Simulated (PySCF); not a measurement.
**From orbital energies to excitation energies**

Tetrahydropyran, C5H10O.
Atom-mapped SMILES: `[CH2:1]1[CH2:2][CH2:3][O:4][CH2:5][CH2:6]1` (hydrogens: H7, H8 on C1; H9, H10 on C2; H11, H12 on C3; H13, H14 on C5; H15, H16 on C6)

Structure used (GFN2-xTB), in Å, numbered top down from 1:
```
atom  x, y, z in Å
C1    -0.136    0.969    0.772
C2    -1.306    0.414   -0.037
C3    -1.036   -1.053   -0.378
O4     0.171   -1.215   -1.086
C5     1.277   -0.756   -0.343
C6     1.159    0.730   -0.001
H7    -0.084    0.456    1.736
H8    -0.276    2.034    0.964
H9    -2.239    0.493    0.523
H10   -1.409    0.979   -0.965
H11   -1.003   -1.645    0.552
H12   -1.816   -1.456   -1.026
H13    1.369   -1.341    0.587
H14    2.153   -0.948   -0.966
H15    2.026    1.041    0.585
H16    1.143    1.306   -0.928
```

Method: PySCF, TDDFT CAM-B3LYP/def2-SVPD, vertical, gas phase, core orbitals frozen in the response.

Orbital energies (eV): HOMO-3 -11.00, HOMO-2 -10.54, HOMO-1 -9.96, HOMO -8.64, LUMO 1.42, LUMO+1 1.98, LUMO+2 2.01.

Problem. Among the lowest singlets, which states do these configurations lead, and at what energies: HOMO→LUMO+2, HOMO-2→LUMO, HOMO→LUMO+1, HOMO→LUMO, HOMO-1→LUMO?

Solution. 

| state | leading configuration | weight | Δε (eV) | E (eV) | E − Δε (eV) | f | other configurations |
| --- | --- | --- | --- | --- | --- | --- | --- |
| S1 | HOMO→LUMO | 0.82 | 10.06 | 7.21 | -2.85 | 0.0074 | – |
| S2 | HOMO→LUMO+2 | 0.81 | 10.65 | 7.76 | -2.89 | 0.057 | H→L+3 (11%) |
| S3 | HOMO→LUMO+1 | 0.93 | 10.62 | 7.91 | -2.70 | 0.039 | – |
| S6 | HOMO-1→LUMO | 0.76 | 11.38 | 8.54 | -2.84 | 0.0076 | – |
| S8 | HOMO-2→LUMO | 0.71 | 11.96 | 8.97 | -2.98 | 0.0004 | H-1→L+1 (20%) |

E − Δε runs from -2.98 to -2.70 eV. By orbital difference alone the order would be S1, S3, S2, S6, S8. Δε is the difference of the two orbital energies.

H and L stand for HOMO and LUMO. The other states: S4 8.04 eV, f 0.0064, H→L+3 (55%), H→L+5 (20%), H→L (12%); S5 8.42 eV, f 0.0025, H→L+5 (61%), H→L+3 (19%), H→L+9 (8%); S7 8.80 eV, f 0.0006, H→L+4 (86%).

Problem. Pair triplets and singlets of the same leading configuration (75% or more in both) and give the splittings.

Solution. 

```csv
configuration,triplet,E(T) (eV),singlet,E(S) (eV),E(S) − E(T) (eV)
HOMO→LUMO,T1,7.04,S1,7.21,+0.16
HOMO→LUMO+2,T2,7.62,S2,7.76,+0.14
HOMO→LUMO+1,T3,7.82,S3,7.91,+0.09
```

The 3 triplets are Tamm–Dancoff values, the singlets full response.

Summed over the main configurations (up to three a state, each over 8%) of all 8 singlets, the electron leaves HOMO with weight 5.30, HOMO-1 with weight 0.97 and HOMO-2 with weight 0.71.

One conformer stands for the species.
